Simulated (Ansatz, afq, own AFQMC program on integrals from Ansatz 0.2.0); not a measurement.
**B, doublet in def2-TZVP, levels against full CI**

A free B atom.

Basis def2-TZVP. Only valence electrons are correlated. Ansatz 0.2.0 and our own AFQMC program on the same integrals; the CISD trial comes from CCSD amplitudes, and released means the phaseless constraint is let go. Error bars are statistical, one sigma.

Determinant: UHF, the one that the program's search chose, which needn't be the lowest solution.

Full CI on the same integrals is exact in this basis and with this determinant's frozen core.

```
T1 diagnostic                               : 0.0138
weight of the determinant in the CISD state : 0.931
⟨S²⟩ of the determinant                     : 0.761
size of the correlated space                : 3 electrons in 30 orbitals
```

Reference: full CI, correlation energy -1.796 eV. The released energy is read at 1.50 1/Eh (meV from the phaseless value at times in 1/Eh: -1.1 ± 0.7 at 0.24, -1.6 ± 0.6 at 0.50, -2.3 ± 0.7 at 1.00, -2.2 ± 0.7 at 1.50).

```json
{"level": "HF", "E − E(reference) (kJ/mol)": "173.3", "share of correlation (%)": "0.00"}
{"level": "MP2", "E − E(reference) (kJ/mol)": "59.1", "share of correlation (%)": "65.91"}
{"level": "CCSD", "E − E(reference) (kJ/mol)": "4.6", "share of correlation (%)": "97.36"}
{"level": "CCSD(T)", "E − E(reference) (kJ/mol)": "1.1", "share of correlation (%)": "99.35"}
{"level": "ph-AFQMC/HF", "E − E(reference) (kJ/mol)": "14.1 ± 1.0", "share of correlation (%)": "91.85"}
{"level": "ph-AFQMC/CISD", "E − E(reference) (kJ/mol)": "0.3 ± 0.08", "share of correlation (%)": "99.81"}
{"level": "released AFQMC", "E − E(reference) (kJ/mol)": "0.1 ± 0.07", "share of correlation (%)": "99.93"}
```

A walk keeps the symmetry of its determinant, which the program's search chose and which needn't be the lowest solution, so a lower state of the same spin and another symmetry isn't excluded. Released energies are given only where the last usable release times agree within the noise; a slower fall can still hide under it.
